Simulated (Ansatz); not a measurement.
Species: CN, charge -1, multiplicity 1. 
Coordinates optimised at B3LYP-D3(BJ)/def2-TZVP (Ansatz, a quantum-chemistry and plane-wave program):
```xyz
2

C      0.0000     0.0000    -0.6301
N      0.0000     0.0000     0.5401
```
Charge -1, spin multiplicity 1.

Basis-set convergence of Hartree-Fock and MP2 correlation energies (hartree) with Ansatz. Correlated levels leave the core frozen unless marked. Spin-orbit coupling is left out. Non-relativistic. This anion needs diffuse functions, which these sets lack.

```csv
basis,functions,E(HF),"E(corr, MP2)"
cc-pVDZ,28,-92.29860,-0.27347
cc-pVTZ,60,-92.33339,-0.33966
cc-pVQZ,110,-92.34409,-0.36449
cc-pV5Z,182,[?],[?]
```

Some entries are withheld; supply them.


- cc-pV5Z, E(HF): -92.34769
- cc-pV5Z, E(corr, MP2): -0.37501
